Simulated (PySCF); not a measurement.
An unknown gives this computed stick spectrum. The calculation used TDDFT CAM-B3LYP/def2-SVPD, vertical, gas phase, core orbitals frozen in the response in PySCF 2.14.0, density-fitted response routines. Geometries: GFN2-xTB, one conformer each.

```json
{"state": "S1", "E (eV)": "3.07", "f": "0.0000"}
{"state": "S2", "E (eV)": "4.34", "f": "0.0089"}
{"state": "S3", "E (eV)": "4.54", "f": "0.0000"}
{"state": "S4", "E (eV)": "4.62", "f": "0.260"}
{"state": "S5", "E (eV)": "4.96", "f": "0.0000"}
{"state": "S6", "E (eV)": "5.37", "f": "0.0000"}
{"state": "S7", "E (eV)": "5.49", "f": "0.015"}
{"state": "S8", "E (eV)": "5.56", "f": "0.0011"}
```

Triplets computed (Tamm–Dancoff): 2.65, 3.49, 3.59 eV.

Question: Which structure fits? All have the formula C6H4N4.
A. `C=Cc1ncnc(C#N)n1`
B. `c1cnc2nccnc2n1`
C. `C#CCn1cc(C#N)nn1`

Answer: B. Its S1, at 3.07 eV, is the lowest among the candidates; the nearest of the others has S1 at 4.36 eV. S1 is HOMO→LUMO (97%). Löwdin shares by element: HOMO nitrogen 61% (atoms not listed hold the other 39%); LUMO nitrogen 50% (atoms not listed hold the other 50%). At the same level the other candidates give, for their lowest levels:
- `C#CCn1cc(C#N)nn1`: 5.83 eV (f 0.006); 6.18 eV (f 0.003); 6.36 eV (f 0.226); 6.48 eV (f 0.001); 6.67 eV (f 0.057); T1 4.48 eV; HOMO -9.50, LUMO -0.17 eV
- `C=Cc1ncnc(C#N)n1`: 4.36 eV (f 0.000); 4.50 eV (f 0.001); 4.57 eV (f 0.004); 4.80 eV (f 0.002); 5.22 eV (f 0.010); T1 3.41 eV; HOMO -9.71, LUMO -1.78 eV
